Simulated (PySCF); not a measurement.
# H3SiCH2F: NMR shifts at several levels of theory, part 2 of 2

PySCF 2.14.0. Atoms count from 0. Earlier steps stand in the parts before.

**10. Shielding tensors: KT3/pcSseg-2**

The job: settings as JSON, then the geometry in Å.

```
{"job": {"kind": "nmr", "xc": "KT3", "basis": "pcSseg-2", "pop": false}, "charge": 0, "multiplicity": 1}
F      1.644421     0.166812    -1.037557
C      0.984831    -0.067633     0.150969
Si    -0.894818     0.034677    -0.121276
H      1.273594    -1.062324     0.535542
H      1.311300     0.677277     0.898659
H     -1.260314     1.397859    -0.605290
H     -1.317113    -0.978619    -1.131304
H     -1.585552    -0.234880     1.177406
```

Method: GIAO KT3/pcSseg-2 NMR shielding, non-relativistic, gas phase.

Output:

```text
coarse grid: 6896 points
cycle   1  E = -434.5548762128  dE = -1.044e-02  |g| = 5.876e-01  |ddm| = 1.815e+00
cycle   2  E = -434.3917215436  dE =  1.632e-01  |g| = 1.161e+00  |ddm| = 1.176e+00
cycle   3  E = -434.6087106511  dE = -2.170e-01  |g| = 9.297e-02  |ddm| = 9.077e-01
cycle   4  E = -434.6101748799  dE = -1.464e-03  |g| = 4.302e-02  |ddm| = 7.652e-02
cycle   5  E = -434.6106088151  dE = -4.339e-04  |g| = 1.224e-02  |ddm| = 3.557e-02
cycle   6  E = -434.6106463120  dE = -3.750e-05  |g| = 1.657e-03  |ddm| = 1.038e-02
cycle   7  E = -434.6106470115  dE = -6.995e-07  |g| = 4.501e-04  |ddm| = 1.969e-03
final grid: 61600 points
cycle   8  E = -434.6241384900  dE = -2.023e-04  |g| = 1.991e-02  |ddm| = 4.658e-02
cycle   9  E = -434.6240389646  dE =  9.953e-05  |g| = 3.109e-02  |ddm| = 2.105e-02
cycle  10  E = -434.6241780216  dE = -1.391e-04  |g| = 4.840e-03  |ddm| = 1.597e-02
cycle  11  E = -434.6241814232  dE = -3.402e-06  |g| = 5.047e-04  |ddm| = 2.417e-03
cycle  12  E = -434.6241814874  dE = -6.424e-08  |g| = 1.893e-04  |ddm| = 5.922e-04
cycle  13  E = -434.6241814958  dE = -8.375e-09  |g| = 5.319e-05  |ddm| = 1.503e-04
cycle  14  E = -434.6241814967  dE = -8.513e-10  |g| = 6.647e-06  |ddm| = 5.643e-05
converged SCF energy = -434.6241814967

GIAO shielding tensors (ppm)
atom      isotropic    diamagn.    paramagn.     s11        s22        s33       span
  0 F      445.707     466.882     -21.175    396.242    452.777    488.102     91.860
  1 C      104.854     240.633    -135.779     54.691     76.944    182.926    128.235
  2 Si     429.848     880.364    -450.516    398.998    424.422    466.123     67.125
  3 H       26.584      28.991      -2.407     22.663     26.396     30.694      8.030
  4 H       26.585      29.024      -2.439     22.675     26.407     30.672      7.997
  5 H       27.485      28.831      -1.346     24.932     25.841     31.683      6.751
  6 H       27.487      28.815      -1.328     24.945     25.834     31.682      6.738
  7 H       27.626      28.930      -1.304     25.293     25.481     32.104      6.812
```

It took 16 s on 1 thread of AMD EPYC 7R43, shared host; peak memory 0.57 GiB.

This run: δ C1 76.5, F0 -298.8, Si2 -71.6, H3 4.77, H5 3.82 ppm (means over like atoms).

**11. NMR shieldings: B97-D/pcSseg-2**

Same as in step 10 but for these lines:

```diff
@@ -1,2 +1,2 @@
-{"job": {"kind": "nmr", "xc": "KT3", "basis": "pcSseg-2", "pop": false}, "charge": 0, "multiplicity": 1}
+{"job": {"kind": "nmr", "xc": "B97-D", "basis": "pcSseg-2", "pop": false}, "charge": 0, "multiplicity": 1}
 F      1.644421     0.166812    -1.037557
```

Method: GIAO B97-D/pcSseg-2 NMR shielding, non-relativistic, gas phase.

Output:

```text
coarse grid: 6896 points
cycle   1  E = -430.3774032401  dE = -2.633e-02  |g| = 5.229e-01  |ddm| = 1.858e+00
cycle   2  E = -430.2610311258  dE =  1.164e-01  |g| = 1.014e+00  |ddm| = 9.560e-01
cycle   3  E = -430.4205391968  dE = -1.595e-01  |g| = 8.932e-02  |ddm| = 7.055e-01
cycle   4  E = -430.4218285342  dE = -1.289e-03  |g| = 4.019e-02  |ddm| = 6.298e-02
cycle   5  E = -430.4221956962  dE = -3.672e-04  |g| = 1.033e-02  |ddm| = 3.068e-02
cycle   6  E = -430.4222221117  dE = -2.642e-05  |g| = 1.194e-03  |ddm| = 8.479e-03
cycle   7  E = -430.4222224634  dE = -3.517e-07  |g| = 3.391e-04  |ddm| = 1.398e-03
final grid: 61600 points
cycle   8  E = -430.4200508703  dE = -7.355e-05  |g| = 1.385e-02  |ddm| = 3.192e-02
cycle   9  E = -430.4199850380  dE =  6.583e-05  |g| = 2.471e-02  |ddm| = 1.497e-02
cycle  10  E = -430.4200739275  dE = -8.889e-05  |g| = 1.960e-03  |ddm| = 1.107e-02
cycle  11  E = -430.4200744848  dE = -5.573e-07  |g| = 2.076e-04  |ddm| = 9.882e-04
cycle  12  E = -430.4200744955  dE = -1.064e-08  |g| = 8.672e-05  |ddm| = 2.369e-04
cycle  13  E = -430.4200744971  dE = -1.586e-09  |g| = 2.683e-05  |ddm| = 6.653e-05
cycle  14  E = -430.4200744972  dE = -1.883e-10  |g| = 4.234e-06  |ddm| = 2.447e-05
converged SCF energy = -430.4200744972

GIAO shielding tensors (ppm)
atom      isotropic    diamagn.    paramagn.     s11        s22        s33       span
  0 F      452.279     466.627     -14.348    398.683    459.575    498.577     99.895
  1 C      101.078     240.640    -139.563     50.031     72.442    180.760    130.728
  2 Si     410.498     879.047    -468.549    378.020    405.802    447.673     69.654
  3 H       26.600      28.879      -2.279     22.715     26.380     30.705      7.990
  4 H       26.600      28.909      -2.308     22.727     26.391     30.683      7.957
  5 H       27.454      28.834      -1.380     24.924     25.846     31.591      6.666
  6 H       27.455      28.819      -1.364     24.937     25.839     31.590      6.654
  7 H       27.601      28.936      -1.336     25.288     25.488     32.026      6.737
```

Wall time 17 s (1 thread of AMD EPYC 7R43, shared host); peak memory 0.57 GiB.

Key values: δ C1 77.9, F0 -298.1, Si2 -73.9, H3 4.80, H5 3.89 ppm (means over like atoms).

**12. Shielding tensors: B3LYP/pcSseg-2**

Same as in step 11 but for these lines:

```diff
@@ -1,2 +1,2 @@
-{"job": {"kind": "nmr", "xc": "B97-D", "basis": "pcSseg-2", "pop": false}, "charge": 0, "multiplicity": 1}
+{"job": {"kind": "nmr", "xc": "B3LYP", "basis": "pcSseg-2", "pop": false}, "charge": 0, "multiplicity": 1}
 F      1.644421     0.166812    -1.037557
```

Method: GIAO B3LYP/pcSseg-2 NMR shielding, non-relativistic, gas phase.

Output:

```text
coarse grid: 6896 points
cycle   1  E = -430.4972740992  dE = -3.979e-02  |g| = 4.601e-01  |ddm| = 1.824e+00
cycle   2  E = -430.4525018726  dE =  4.477e-02  |g| = 7.280e-01  |ddm| = 5.946e-01
cycle   3  E = -430.5296022792  dE = -7.710e-02  |g| = 5.527e-02  |ddm| = 3.787e-01
cycle   4  E = -430.5300095927  dE = -4.073e-04  |g| = 1.886e-02  |ddm| = 2.945e-02
cycle   5  E = -430.5300827988  dE = -7.321e-05  |g| = 6.771e-03  |ddm| = 1.479e-02
cycle   6  E = -430.5300932085  dE = -1.041e-05  |g| = 3.881e-04  |ddm| = 4.519e-03
cycle   7  E = -430.5300932446  dE = -3.615e-08  |g| = 1.353e-04  |ddm| = 4.778e-04
final grid: 61600 points
cycle   8  E = -430.5332307364  dE = -3.121e-05  |g| = 4.920e-03  |ddm| = 1.531e-02
cycle   9  E = -430.5332253362  dE =  5.400e-06  |g| = 7.596e-03  |ddm| = 5.092e-03
cycle  10  E = -430.5332349462  dE = -9.610e-06  |g| = 5.312e-04  |ddm| = 3.044e-03
cycle  11  E = -430.5332349809  dE = -3.464e-08  |g| = 2.334e-04  |ddm| = 4.402e-04
cycle  12  E = -430.5332349919  dE = -1.108e-08  |g| = 3.960e-05  |ddm| = 1.620e-04
cycle  13  E = -430.5332349922  dE = -2.716e-10  |g| = 7.156e-06  |ddm| = 2.883e-05
converged SCF energy = -430.5332349922

GIAO shielding tensors (ppm)
atom      isotropic    diamagn.    paramagn.     s11        s22        s33       span
  0 F      461.913     466.389      -4.476    407.035    467.888    510.816    103.780
  1 C      101.538     239.172    -137.634     50.568     72.786    181.259    130.691
  2 Si     399.584     877.418    -477.834    367.676    393.605    437.472     69.797
  3 H       26.704      29.026      -2.323     22.902     26.457     30.752      7.851
  4 H       26.705      29.052      -2.347     22.914     26.469     30.731      7.817
  5 H       27.416      28.496      -1.080     24.825     25.763     31.659      6.834
  6 H       27.417      28.482      -1.065     24.837     25.755     31.659      6.822
  7 H       27.609      28.635      -1.026     25.240     25.449     32.139      6.899
```

Wall time 10 s (1 thread of AMD EPYC 7R43, shared host); peak memory 0.72 GiB.

This run: δ C1 77.7, F0 -292.2, Si2 -75.0, H3 4.68, H5 3.91 ppm (means over like atoms).

**13. Nuclear shieldings: PBE0/pcSseg-2**

Same as in step 12 but for these lines:

```diff
@@ -1,2 +1,2 @@
-{"job": {"kind": "nmr", "xc": "B3LYP", "basis": "pcSseg-2", "pop": false}, "charge": 0, "multiplicity": 1}
+{"job": {"kind": "nmr", "xc": "PBE0", "basis": "pcSseg-2", "pop": false}, "charge": 0, "multiplicity": 1}
 F      1.644421     0.166812    -1.037557
```

With the program's defaults for keys left out, this is: GIAO PBE0/pcSseg-2 NMR shielding, non-relativistic, gas phase.

Output:

```text
coarse grid: 6896 points
cycle   1  E = -430.1971943628  dE = -3.877e-02  |g| = 4.265e-01  |ddm| = 1.821e+00
cycle   2  E = -430.1677672432  dE =  2.943e-02  |g| = 6.288e-01  |ddm| = 5.025e-01
cycle   3  E = -430.2254647601  dE = -5.770e-02  |g| = 4.389e-02  |ddm| = 3.049e-01
cycle   4  E = -430.2257203384  dE = -2.556e-04  |g| = 1.318e-02  |ddm| = 2.230e-02
cycle   5  E = -430.2257536022  dE = -3.326e-05  |g| = 5.542e-03  |ddm| = 1.083e-02
cycle   6  E = -430.2257606666  dE = -7.064e-06  |g| = 3.267e-04  |ddm| = 3.732e-03
final grid: 61600 points
cycle   7  E = -430.2301146231  dE = -4.440e-05  |g| = 5.282e-03  |ddm| = 1.713e-02
cycle   8  E = -430.2301106298  dE =  3.993e-06  |g| = 7.099e-03  |ddm| = 5.853e-03
cycle   9  E = -430.2301204668  dE = -9.837e-06  |g| = 6.791e-04  |ddm| = 3.218e-03
cycle  10  E = -430.2301205214  dE = -5.459e-08  |g| = 3.130e-04  |ddm| = 5.042e-04
cycle  11  E = -430.2301205380  dE = -1.661e-08  |g| = 3.027e-05  |ddm| = 1.739e-04
cycle  12  E = -430.2301205381  dE = -1.362e-10  |g| = 2.508e-06  |ddm| = 1.811e-05
converged SCF energy = -430.2301205381

GIAO shielding tensors (ppm)
atom      isotropic    diamagn.    paramagn.     s11        s22        s33       span
  0 F      466.634     465.384       1.250    409.584    473.192    517.127    107.543
  1 C      108.202     240.684    -132.481     58.072     79.306    187.228    129.156
  2 Si     413.727     877.988    -464.261    382.816    407.652    450.714     67.898
  3 H       26.581      28.839      -2.258     22.713     26.357     30.672      7.959
  4 H       26.581      28.868      -2.286     22.727     26.367     30.650      7.924
  5 H       27.224      28.434      -1.210     24.564     25.521     31.588      7.024
  6 H       27.226      28.420      -1.194     24.575     25.514     31.588      7.013
  7 H       27.425      28.572      -1.148     24.981     25.215     32.077      7.097
```

Wall time 8.6 s (1 thread of AMD EPYC 7R43, shared host); peak memory 0.72 GiB.

In short: δ C1 75.9, F0 -290.8, Si2 -72.4, H3 4.66, H5 3.95 ppm (means over like atoms).

**14. Nuclear shieldings: mPW1PW91/pcSseg-2**

Same as in step 13 but for these lines:

```diff
@@ -1,2 +1,2 @@
-{"job": {"kind": "nmr", "xc": "PBE0", "basis": "pcSseg-2", "pop": false}, "charge": 0, "multiplicity": 1}
+{"job": {"kind": "nmr", "xc": "mPW1PW91", "basis": "pcSseg-2", "pop": false}, "charge": 0, "multiplicity": 1}
 F      1.644421     0.166812    -1.037557
```

Method: GIAO mPW1PW91/pcSseg-2 NMR shielding, non-relativistic, gas phase.

Output:

```text
coarse grid: 6896 points
cycle   1  E = -430.4463089300  dE = -3.953e-02  |g| = 4.406e-01  |ddm| = 1.818e+00
cycle   2  E = -430.4144848694  dE =  3.182e-02  |g| = 6.522e-01  |ddm| = 5.138e-01
cycle   3  E = -430.4763262536  dE = -6.184e-02  |g| = 4.347e-02  |ddm| = 3.133e-01
cycle   4  E = -430.4765801616  dE = -2.539e-04  |g| = 1.373e-02  |ddm| = 2.298e-02
cycle   5  E = -430.4766171624  dE = -3.700e-05  |g| = 5.572e-03  |ddm| = 1.125e-02
cycle   6  E = -430.4766242501  dE = -7.088e-06  |g| = 3.194e-04  |ddm| = 3.728e-03
final grid: 61600 points
cycle   7  E = -430.4798267344  dE = -3.968e-05  |g| = 4.268e-03  |ddm| = 1.761e-02
cycle   8  E = -430.4798240824  dE =  2.652e-06  |g| = 5.824e-03  |ddm| = 4.691e-03
cycle   9  E = -430.4798304685  dE = -6.386e-06  |g| = 5.152e-04  |ddm| = 2.541e-03
cycle  10  E = -430.4798304999  dE = -3.148e-08  |g| = 2.645e-04  |ddm| = 4.144e-04
cycle  11  E = -430.4798305122  dE = -1.226e-08  |g| = 2.543e-05  |ddm| = 1.524e-04
cycle  12  E = -430.4798305123  dE = -1.057e-10  |g| = 2.557e-06  |ddm| = 1.523e-05
converged SCF energy = -430.4798305123

GIAO shielding tensors (ppm)
atom      isotropic    diamagn.    paramagn.     s11        s22        s33       span
  0 F      466.447     465.555       0.892    410.122    472.384    516.837    106.714
  1 C      107.565     240.868    -133.302     57.584     78.861    186.251    128.668
  2 Si     411.700     878.112    -466.412    380.901    405.943    448.256     67.356
  3 H       26.652      28.823      -2.171     22.812     26.417     30.729      7.917
  4 H       26.653      28.853      -2.200     22.825     26.427     30.707      7.882
  5 H       27.292      28.526      -1.234     24.644     25.601     31.631      6.987
  6 H       27.293      28.511      -1.218     24.655     25.593     31.631      6.976
  7 H       27.495      28.665      -1.170     25.062     25.300     32.124      7.062
```

Run time: 12 s. Hardware: 1 thread of AMD EPYC 7R43, shared host; peak memory 0.72 GiB.

Key values: δ C1 76.0, F0 -289.3, Si2 -71.7, H3 4.64, H5 3.93 ppm (means over like atoms).

**15. Side by side: NMR shifts**

Shifts (ppm), means over like atoms, with basis size and wall time (the measured row can stand on another reference than the computed rows):

```
              run    C1    H3    H5      F0    Si2  functions   time
      HF/pcSseg-2  68.0  4.28  3.80  -248.5  -62.7        185  5.3 s
     LDA/pcSseg-2  81.4  5.01  4.16  -322.9  -84.2        185   13 s
     PBE/pcSseg-2  79.4  4.88  4.01  -309.3  -77.8        185   15 s
    BLYP/pcSseg-2  80.5  4.85  3.95  -306.1  -79.4        185   15 s
    BP86/pcSseg-2  79.0  4.85  4.00  -309.8  -77.3        185   16 s
    OPBE/pcSseg-2  76.7  4.81  3.95  -296.3  -69.7        185   17 s
     KT2/pcSseg-2  76.8  4.84  3.95  -313.2  -76.5        185   17 s
     KT3/pcSseg-2  76.5  4.77  3.82  -298.8  -71.6        185   16 s
   B97-D/pcSseg-2  77.9  4.80  3.89  -298.1  -73.9        185   17 s
   B3LYP/pcSseg-2  77.7  4.68  3.91  -292.2  -75.0        185   10 s
    PBE0/pcSseg-2  75.9  4.66  3.95  -290.8  -72.4        185  8.6 s
mPW1PW91/pcSseg-2  76.0  4.64  3.93  -289.3  -71.7        185   12 s
         measured     –     –     –  -265.0      –          –      –
```

Measured: G. Saielli, R. Bini, A. Bagno, Computational 19F NMR. 2. Organic compounds, RSC Adv. 2014, ESI (exp. from Berger-Braun-Kalinowski 1994 and Everett 1995).

**16. What came out**

This closing draws on all 2 parts.

| quantity | value |
| --- | --- |
| point group | Cs |
| rotational constants (main isotopes) | 27.30, 5.04, 4.61 GHz |
| ¹³C shifts against TMS (HF/pcSseg-2) | 68.0 ppm |
| ¹H shifts against TMS (HF/pcSseg-2, means over atoms taken as alike) | 4.28, 3.80 ppm |
| ¹⁹F shifts against CFCl3 (HF/pcSseg-2) | -248.5 ppm |
| ²⁹Si shifts against TMS (HF/pcSseg-2) | -62.7 ppm |
| measured, and computed on the same scale | F0 δ -265.0, -248.5 ppm |
| range of the shift of F0 | -322.9 to -248.5 ppm |

What this shows: Single values in the summary come from the first run of each kind that ended normally (HF/pcSseg-2), which need not be the best level. The start was shaken at random, so part of the energy gained undoes that. Over 4 steps the energy fell by 0.361 eV; of the close pairs, Si2–H6 changed most, 1.422 to 1.492 Å. No frequency check was run at this level, so the end point may be a saddle. H3, H4 (mean) (hydrogen on an sp3 CH2 bonded to F and Si) lies farthest downfield among hydrogen, at 4.28 ppm; its carbon carries F, an electronegative neighbour. The one measured ¹⁹F shift is missed by +16.5 ppm (computed less measured, unscaled). Vibration, temperature and solvent are missing from the calculation, so part of the miss against the measured shifts is not the functional's. Across the 12 runs the shift of F0 moves most, between -322.9 (LDA/pcSseg-2) and -248.5 ppm (HF/pcSseg-2). For the one measured ¹⁹F shift, HF/pcSseg-2 misses least (16.5 ppm, 5.3 s) and LDA/pcSseg-2 most (57.9 ppm, 13 s). One molecule ranks no method: errors cancel, and vibration and temperature are missing from all runs.
